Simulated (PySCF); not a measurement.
Estimate the missing entries of this data sheet.

Compound: carbonate ion, CO3 (charge -2).
Numbering: `[O:1]=[C:2]([O-:3])[O-:4]`

| property | level | value |
| --- | --- | --- |
| point group | PBE0-D3(BJ)/def2-SVP | ? |
| rotational constants A, B, C | PBE0-D3(BJ)/def2-SVP | 12.462, 12.459, 6.230 GHz |
| HOMO energy | KT2/pcSseg-2 | 7.72 eV |
| LUMO energy | KT2/pcSseg-2 | 12.29 eV |
| 13C chemical shifts (computed TMS as zero) by class | GIAO KT2/pcSseg-2 | ? |
| isotropic shieldings of nuclei other than C and H, by class | GIAO KT2/pcSseg-2 | 135 (O1/O3/O4) ppm |
| largest of the computed one-bond spin–spin couplings (means over like bonds) | B3LYP/pcJ-1 | ? |
| core binding energies | ΔSCF SCAN, pcX-2 on the ionised atom, pcseg-1 elsewhere, spin-free X2C | ? |

Gas-phase values; electronic properties from PySCF, density fitting. Geometry: PBE0-D3(BJ)/def2-SVP; no solvent, vibrations or thermal averaging. Whether so highly charged an anion holds all its electrons in the gas phase wasn't checked; a finite basis holds them in any case. No counter-ion or solvent screens the charge of this multiply charged ion. The HOMO energy is positive, so at this level the finite basis confines the outermost electrons. No diffuse functions stand in pcJ-1 and pcSseg-2, which bears on an anion's orbital energies.

Task: The point group?

Result: D3h.

Task: What are the largest of the computed one-bond spin–spin couplings (means over like bonds)?

Result: 17O–13C +29.8 (O1–C2 and 2 like it) Hz.

Task: What are the core binding energies?

Result: C1s 281.3 (C2), O1s 523.5 (O1/O3/O4) eV.

Task: Give the 13C chemical shifts (computed TMS as zero) by class.

Result: 175.7 (C2) ppm.

The rotational constants are those of an oblate symmetric top; the small spread among constants that symmetry makes equal is optimisation noise. With B = h/(8π²I), that is 505.379 GHz u Å² over I, the principal moments of inertia are 40.6, 40.6 and 81.1 u Å² (most abundant isotopes); the inertial defect Ic − Ia − Ib is -0.1 u Å² (zero for a rigid planar frame, negative otherwise).
